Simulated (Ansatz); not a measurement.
CN− (`[C-]#N`). Charge -1, multiplicity 1.

Z-matrix (Å, degrees):
```
C
N 1 1.170
```

What are the harmonic wavenumbers in cm⁻¹ at PBE0-D4/def2-TZVPD (Ansatz, finite differences of forces, unscaled)? (Best estimate.)

Ansatz gave: 2162.

Is this a minimum?

Yes, all 1 modes are real.

Give the ideal-gas thermochemistry at 298.15 K and 1 bar (rigid rotor, harmonic oscillator; point group C∞v, symmetry number 1).

Zero-point energy 12.9 kJ/mol; H(298) − E = 21.6 kJ/mol; entropy 196.8 J/(mol·K), of which translation 149.5, rotation 47.3, vibration 0.0; G(298) − E = -37.1 kJ/mol.

Rotational constants (cm⁻¹)?

1.906.
